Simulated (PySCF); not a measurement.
Species: C₅H₅ (doublet state).
Numbering: `[CH:1]#[C:2][C:3]([CH2:4])=[CH2:5]` (hydrogens: H6 on C1; H7, H8 on C4; H9, H10 on C5)

Cartesian coordinates in Å at the GFN2-xTB level; atoms count from 1:
```xyz
10
C5H5 angstrom
C      2.221   -0.553    0.539
C      1.089   -0.270    0.264
C     -0.259    0.065   -0.065
C     -1.115   -0.954   -0.433
C     -0.637    1.391    0.002
H      3.213   -0.796    0.780
H     -2.138   -0.743   -0.689
H     -0.784   -1.975   -0.474
H     -1.643    1.686   -0.238
H      0.060    2.155    0.292
```

The hyperfine couplings belong to this conformer and change with its torsions.

The calculation used UKS B3LYP, pcH-1 on C H, non-relativistic, mean-field spin-orbit, GIAO in PySCF 2.14.0. Geometry: GFN2-xTB, one conformer, isolated molecule. Couplings are sensitive to structure, and on GFN2-xTB geometries they can be far from those on DFT ones. No stability test was run, so a lower SCF solution isn't excluded. ⟨S²⟩ is 0.786 where a pure state has 0.75.

Task: Break the g tensor into its mass correction, gauge correction and orbital-Zeeman/spin–orbit terms.

Result: 
| Δg (ppm) | 1 | 2 | 3 |
| --- | --- | --- | --- |
| relativistic mass correction | -137 | -137 | -137 |
| gauge correction | 2 | 28 | 36 |
| orbital Zeeman/spin–orbit | 3 | 559 | 611 |
| total | -131 | 450 | 511 |

So g = 2.00219, 2.00277, 2.00283 and g_iso = 2.00260; the tensor is close to axial: the two nearest values differ by 9 % of g3 − g1. Axes: g1 is normal to the molecular plane and g2 points within 1° of the C2–C3 bond.

Task: What are the electron Larmor frequencies g μB B/h along the three axes at 1200 mT?

Result: 33.6277, 33.6375, 33.6385 GHz for g1, g2 and g3, a range of 10.8 MHz.

Task: At 33.837 GHz, how far is the centre of the isotropic spectrum from where a free electron (g = 2.002319) resonates?

Result: B = hν/(g μB) with μB/h = 13.99624 MHz/mT gives 1207.39 mT for the free electron and 1207.22 mT at g_iso, 0.17 mT lower.

Task: In a frozen sample, at which fields do the three g values resonate at 9.5, 34, 94 and 263 GHz (hyperfine left aside), and which band first spreads them over more than twice a line width of 0.3 mT?

Result: 
```csv
band,GHz,B(g3) mT,B(g2) mT,B(g1) mT,spread mT
X,9.5,338.90,338.91,339.01,0.11
Q,34.0,1212.90,1212.93,1213.28,0.39
W,94.0,3353.30,3353.40,3354.37,1.08
J,263.0,9382.10,9382.38,9385.11,3.01
```

The spread grows in proportion to the frequency. W band is the first where it exceeds 0.6 mT.

The largest Mulliken spin populations are on C4 (+0.70), C5 (+0.70), C3 (-0.26) and C1 (-0.08). The angles at C4 add up to 360.0°, so it is planar; its axial dipolar tensor and the negative couplings of its protons fit spin in a p orbital normal to that plane.

The HOMO–LUMO gaps are 5.20 eV among the α and 4.54 eV among the β orbitals.
